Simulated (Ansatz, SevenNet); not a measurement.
## Zinc-blende InSb, elastic constant C11

Reference value: 69.2 GPa (measured, low temperature, and its 300 K set is 66.7, 36.5, 30.2 (Ioffe); as tabulated in Buckeridge et al. (2019), arXiv:1907.13063).

```tsv
level (code)	value (GPa)	cell (Å³/atom)	difference (%)
SevenNet-0	50.7	36.51	-27
LDA (Ansatz)	66.2	33.54	-4.3
BLYP (Ansatz)	45.9	39.03	-34
PBE (Ansatz)	54.3	36.51	-22
PBEsol (Ansatz)	61.3	34.63	-11.4
revPBE (Ansatz)	50.9	37.48	-26
RPBE (Ansatz)	49.7	37.87	-28
PBE-D3(BJ) (Ansatz)	58.9	35.03	-14.9
r²SCAN (Ansatz)	71.5	34.00	+3.3
```

Once the reference is moved by up to 5.0 % (a margin picked here for doubts on the reference and the settings, and for temperature and zero-point motion) and values within 1.7 % count as equal, the nearest can be r²SCAN (+3.3 %) or LDA (-4.3 %). Among them BLYP (-34 %) misses by most.

The measured value isn't corrected to a static lattice, so vibrations enter the comparison.  LDA, BLYP, PBE, PBEsol, revPBE, RPBE, PBE-D3(BJ): the solid has no gap at this level, which affects its response. PBE-D3(BJ): the dispersion coefficients are held fixed in the derivatives. Values are at the level's own equilibrium cell; r²SCAN at the measured cell. Cutoffs differ between the levels. Ansatz's density-functional and Hartree–Fock values are scalar-relativistic unless marked +SOC, with PAW data made under PBE.

Machine-learned potentials (SevenNet-0) are trained on DFT data: a solid inside that data is no test of them.

Differences are worked out from the printed values.

Ansatz is an electronic-structure program.
